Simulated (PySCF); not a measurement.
# How methods differ on the ionisation energy of B

B [He] 2s2 2p1 [2p1/2^1, M_J = 1/2] → B⁺ [He] 2s2, as a difference of total energies. Calculation: PySCF 2.14, in x2c-TZVPall-2c with one added diffuse shell each of s, p, d type (6s4p3d1f, 40 functions); the two-component X2C-1e Hamiltonian. Correlated levels: 1s2 frozen. "Screened" scales the spin-orbit matrix elements by Boettger's factors to mimic the two-electron term; Breit and QED terms are absent.

| method | ionisation energy (eV) |
| --- | --- |
| GHF (spin-free) | 8.072 |
| GMP2 (spin-free) | 8.253 |
| GHF (screened spin-orbit) | 8.074 |
| GMP2 (screened spin-orbit) | 8.254 |

**Question.** How much does correlation contribute at GMP2 (screened spin-orbit)?

**Answer.** 8.254 − (8.074) = 0.180 eV, measured against GHF (screened spin-orbit).

Errors of the correlated levels include the incompleteness of this basis and the frozen core.

The determinant of B mixes levels of different J (the jj label is only the starting occupation), so the difference between spin-free and spin-orbit rows is not the physical spin-orbit shift.

For comparison: 8.298 eV (measured; NIST Atomic Spectra Database, ionization energies).
